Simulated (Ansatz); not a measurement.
# BH3O (triplet): wave-function methods side by side at distance B1–H4 along a hydrogen transfer = 1.712 Å, cc-pVDZ

The task here is to estimate one member of a computed series from the others.

Computed with Ansatz 0.2.0, Gaussian basis. Level: cc-pVDZ, core rule «outside noble gas», up to 2 orbitals frozen.

Plan: UHF; CCSD(T) on ROHF; CCSD(T) on UHF; BCCD(T) on ROHF; CISD; CCSDT(Q) on ROHF; CCSDT(Q) on UHF; CASSCF and MRCISD+Q, 4 electrons in 4 orbitals; CASSCF and NEVPT2, 4 electrons in 4 orbitals.

17 further runs of the same task are left out: 8 for a known fault of the program, 1 for a mislabelled method, 8 that didn't finish.

## The system

The geometry derives from fragments relaxed apart (PBE0/def2-TZVP) and kept rigid, so it is no stationary point. A hydrogen atom is moved between rigid fragments.

5 atoms, charge 0, spin multiplicity 3.

Atoms are counted from 1 here; the program's logs count them from 0.

Bond lengths: B1–H2 1.193 Å, B1–H3 1.193 Å, H4–O5 1.077 Å. Angles: H2–B1–H3 120.0°.

The first run:

in.yaml reads:

```yaml
crystal:
  periodic: [false, false, false]
  atoms:
    - {symbol: B, position_ang: [-1.513194, 0.000000, 0.000000]}
    - {symbol: H, position_ang: [-2.109928, 1.033571, 0.000000]}
    - {symbol: H, position_ang: [-2.109928, -1.033571, 0.000000]}
    - {symbol: H, position_ang: [0.198806, 0.000000, 0.000000]}
    - {symbol: O, position_ang: [1.275806, 0.000000, 0.000000]}
basis:
  gaussian: {orbitals: cc-pVDZ}
magnetization: {spin_polarized: true, initial_magnetization: 2}
hamiltonian: {xc: hf}
output: {orbitals: {seedname: orbitals}}
```

The run is started by

```console
$ ansatz run in.yaml --threads 1 --pin off --events-out ev --progress --plain --max-ram 2393MiB
```

Among the steps run: UHF; CCSD(T) on ROHF; CCSD(T) on UHF; BCCD(T) on ROHF; CISD; CCSDT(Q) on ROHF; CCSDT(Q) on UHF; CASSCF and MRCISD+Q, 4 electrons in 4 orbitals; CASSCF and NEVPT2, 4 electrons in 4 orbitals.

One table of the session follows, with a row left open; its other results are not shown here.

| method | from UCCSDT(Q) (kcal/mol) |
| --- | --- |
| ROHF | ? |
| UHF | +165.63 |
| RMP2 | +25.12 |
| UMP2 | +25.47 |
| CISD | +14.49 |
| RCCSD | +3.30 |
| UCCSD | +3.18 |
| RCCSD(T) | +0.70 |
| UCCSD(T) | +0.68 |
| BCCD(T) | +0.70 |
| RCCSDT | +0.25 |
| UCCSDT | +0.22 |
| RCCSDT(Q) | +0.03 |
| UCCSDT(Q) | 0 |
| CASSCF pair | +153.96 |
| NEVPT2 pair | +23.79 |
| MRCISD pair | +12.13 |
| MRCISD+Q pair | +1.08 |

Q: Estimate the row for ROHF from the others.

The run gave: from UCCSDT(Q) (kcal/mol): +171.50. In the column «from UCCSDT(Q) (kcal/mol)» it is the highest.

Caveats from the session: Restricted and unrestricted rows rest on different reference determinants; where their highest levels disagree by more than a few hundredths of an eV, they describe different states and don't form one ladder.
